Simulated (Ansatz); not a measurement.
A calculation with Ansatz (development build ahead of 0.2.0).

```yaml
crystal:
  periodic: [false, false, false]
  atoms:
    - { symbol: Mg, position_ang: [-0.00875, -0.04044, -0.67099] }
    - { symbol: O, position_ang: [-0.02325, 0.01561, 1.00718] }
basis:
  gaussian: { orbitals: cc-pVDZ }
hamiltonian:
  xc: hf
```

The input is written out in the form of the current development build from the run's settings.

Results

```
Converged                       : yes
Total energy                    : -274.33912 hartree
Spin squared of the determinant : 0.000
```

Caution: in another basis set an unrestricted determinant lies well below.
